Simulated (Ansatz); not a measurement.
Process, species as SMILES: Cl[C]Cl (closed-shell singlet) + 3 [H][H] (H2) → C (CH4) + 2 Cl (HCl)
B3LYP-D3(BJ)/def2-TZVP geometries, fixed; electronic energies without zero-point terms.

Core correlation in the energy of full hydrogenation at CCSD(T) with Ansatz (a program for electronic structure), in kcal/mol: frozen core against 1s of Al to Cl frozen alone. Core-valence sets carry the plain set on hydrogen. A restricted Hartree-Fock determinant is unstable towards unrestricted orbitals. Costs are rough ratios of core time on shared machines of one kind.

```csv
basis,"functions, most",frozen core
cc-pV(D+d)Z,60,-129.69
cc-pCVDZ,72,-129.99
cc-pV(T+d)Z,108,-130.70
cc-pCVTZ,161,-130.42
cc-pwCVTZ,161,-130.55
cc-pV(Q+d)Z,183,-130.46
```

Q: How large is the core term in each set?

A: The largest core-valence set, cc-pwCVTZ, gives a core term of -0.88 kcal/mol; the valence set cc-pV(Q+d)Z, which lacks functions for the core, gives -2.19. By row: cc-pV(D+d)Z -0.80, cc-pCVDZ -0.61, cc-pV(T+d)Z -3.20, cc-pCVTZ -0.75, cc-pwCVTZ -0.88, cc-pV(Q+d)Z -2.19.
